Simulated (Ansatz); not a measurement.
We consider fcc Pt, described by PBE0 (Ansatz, an electronic-structure program, PAW).

Output (set-up and result lines):

```
WARN output.stress: scf.exx.energy_threshold = 1e-6 eV is looser than the 1e-8 eV advised for a stress under a hybrid functional (1e-8 eV for each atom of the …
Crystal: 1 atoms, lattice volume = 15.108 Å³
Basis set: ecut = 460 eV, 331 PW (Γ), exchange–correlation on 40×40×40 points (8 copies of the dense FFT grid, shifted against one another)
Bands: 13, of which v1, the nominal top of the filled ones, is band 9 counted from 1 (8 counted from 0)
Symmetry: 48 space group operations
Space group: Fm-3m (ITA 225), of the structure as read, at distance tolerance 2.5e-5 Å
k-points: 104 of 2744
Functional: x = pbe(κ = 0.804, μ = 0.2195149727645171), c = pbe(β = 0.06672455060314922), warm-up for x = 0.75 pbe(κ = 0.804, μ = 0.2195149727645171) + 0.25 exact, c = pbe(β = 0.06672455060314922)
SCF iter   1: F=—  HF=-12523.018466 eV  |F-HF|=—  |Δ(HF+E_count)|=         —  Δρ=6.87e-3  dr2=4.52e-3
SCF iter   2: F=—  HF=-12523.017642 eV  |F-HF|=—  |Δ(HF+E_count)|=   8.24e-4  Δρ=2.99e-3  dr2=6.98e-4
  ...
SCF 1 converged in 6 iterations: F = -12523.017620 eV  dr2 = 5.53e-11
Crystal: 1 atoms, lattice volume = 15.108 Å³
Initial density: handed on by an earlier stage of this run
Functional: x = 0.75 pbe(κ = 0.804, μ = 0.2195149727645171) + 0.25 exact, c = pbe(β = 0.06672455060314922)
SCF 2 converged in 6 iterations: F = -12522.264198 eV  dr2 = 9.93e-11
Crystal: 1 atoms, lattice volume = 15.108 Å³
SCF 3 converged in 5 iterations: F = -12522.273891 eV  dr2 = 3.08e-11
Crystal: 1 atoms, lattice volume = 15.108 Å³
Crystal: 1 atoms, lattice volume = 15.108 Å³
Crystal: 1 atoms, lattice volume = 15.108 Å³
SCF iter   2: F=—  HF=-12522.275723 eV  |F-HF|=—  |Δ(HF+E_count)|=   5.25e-8  Δρ=2.68e-6  dr2=8.03e-9
SCF iter   3: F=-12522.275723 eV  HF=-12522.275723 eV  |F-HF|=1.64e-11  |Δ(HF+E_count)|=   3.27e-8  Δρ=7.89e-7  dr2=4.03e-11
SCF 6 converged in 3 iterations: F = -12522.275723 eV  dr2 = 4.03e-11
Free energy (F): -12522.275723 eV
Internal energy: -12522.272831 eV  (E = F + TS)
E sigma→0 (E₀):  -12522.274277 eV
Fermi energy:    22.641067 eV
--- Stress (GPa, compression-positive) ---
        0.541016       0.000000       0.000000
       -0.000000       0.541016      -0.000000
        0.000000      -0.000000       0.541016
  P = ⅓ Tr σ = 0.5410 GPa (5.410 kbar)
```

Problem. Write an input file that could have produced this run (the log leaves some choices open).

Solution. This is not unique; one that fits is 
Ansatz 0.2 input:
```yaml
crystal:
  lattice:
    - [0.0, 1.9621193464, 1.9621193464]
    - [1.9621193464, 0.0, 1.9621193464]
    - [1.9621193464, 1.9621193464, 0.0]
  atoms:
    - { symbol: Pt, position: [0.0, 0.0, 0.0] }
basis:
  ecutwfc: 460
  ecutrho_ratio: 4
  xc_grid: 2
kpoints:
  mp_grid: { grid: [14, 14, 14] }
hamiltonian:
  xc: pbe0
  dispersion: none
  pseudopotentials: { kind: paw }
scf:
  occupations: { method: fermi_dirac, width: 0.05 }
  convergence: { dr2_threshold: 0.0000000001 }
output:
  forces: false
  stress: true
  eigenvalues: true
```

The cell is one volume of an energy–volume scan, off the minimum.

The PAW data were made under PBE.

Note: the run warned that the count of filled bands differs between k points.
